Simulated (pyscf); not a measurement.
Optimised with ωB97X-D3(BJ)/def2-SVP in PySCF.

Estimate the classical barrier height and the reaction energy of H₃C–Zn–Cl + hydrogen fluoride (HF) → methane (CH₄) + F–Zn–Cl at ωB97X-D3(BJ)/def2-TZVP. The step runs on the singlet surface, breaks C–Zn, F–H and forms C–H, F–Zn; take the separated reactants as zero.

ΔE‡ = 0.54 eV, ΔE = -0.78 eV. ωB97M-D3(BJ)/def2-TZVP gives 0.58 eV and -0.76 eV. Zero-point energy shifts the barrier by -0.03 eV. It is a four-centre exchange, with an imaginary mode of 1132i cm⁻¹. This is the saddle that the search found; another between the same sides may lie lower. Elements up to Kr have no core potential and no relativistic terms here.
